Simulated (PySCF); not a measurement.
# How well do the runs reproduce experiment for hydrofluoric acid?

**Measured values to compare with.**

NIST CCCBDB Release 22 (SRD 101), experimental polarizabilities lists, for the gas: mean polarisability 0.8 Å³.

Beach, A photoelectron spectroscopic study of bonding in inorganic and organometallic compounds, PhD thesis, LBL 1985 lists, for the gas: F 1s binding energy of F1 694.31 eV.

From Besley, J. Chem. Theory Comput. 2021, 17, 3644 (DFT calculations of core-electron binding energies at the K-edge of heavier elements), for the gas: F 1s binding energy of F1 694.23 eV.

The results are set against them at the end.

Species: hydrofluoric acid, HF.
Atom-mapped SMILES: `[FH:1]` (hydrogens: H2 on F1)

Geometry (GFN2-xTB, Å), atoms numbered from 1 in this order:
```
atom  x, y, z in Å
F1     0.4676   -0.0028   -0.0029
H2    -0.4648    0.0041   -0.0112
```

The PySCF runs (gas phase, on this GFN2-xTB geometry; non-relativistic but for the core-level run):

```json
{"level": "B3LYP/def2-SVPD", "job": "8 singlets by full TDDFT, 3 Tamm–Dancoff triplets, polarisability", "basis functions": "31", "wall time": "0.5 s"}
{"level": "delta-SCF UKS SCAN, pcX-2 on the ionised atom, pcseg-1 elsewhere, spin-free X2C", "job": "ΔSCF core ionisation, 1 hole", "basis functions": "50", "wall time": "0.4 s"}
```

Hardware: one thread of an x86-64 server, no GPU, on a shared host.

Results beside the measurements:

**Mean polarisability.** Measured: 0.8 Å³ (NIST CCCBDB Release 22 (SRD 101), experimental polarizabilities).

```json
{"level": "B3LYP/def2-SVPD", "computed (Å³)": "0.84", "computed − measured (Å³)": "+0.04", "% (from the printed values)": "+5"}
```

The computed values are static and purely electronic, with core orbitals frozen in the response (1 au = 0.148185 Å³). The table of measured values doesn't say here whether a value is static or optical, or holds a vibrational part.

**Core binding energies.** Delta-SCF UKS SCAN, pcX-2 on the ionised atom, pcseg-1 elsewhere, spin-free X2C (PySCF 2.14.0).

```json
{"level and atom": "F 1s, F1", "computed (eV)": "694.08", "measured (eV)": "694.31 and 694.23", "computed − measured (eV)": "-0.23"}
```

Sources, in the order of the opening: Beach, A photoelectron spectroscopic study of bonding in inorganic and organometallic compounds, PhD thesis, LBL 1985; Besley, J. Chem. Theory Comput. 2021, 17, 3644 (DFT calculations of core-electron binding energies at the K-edge of heavier elements). The computed values are vertical, without vibrational structure; measured positions hang on the energy calibration. 

The geometry is computed, not the measured one. Where a level misses, the cause wasn't examined.
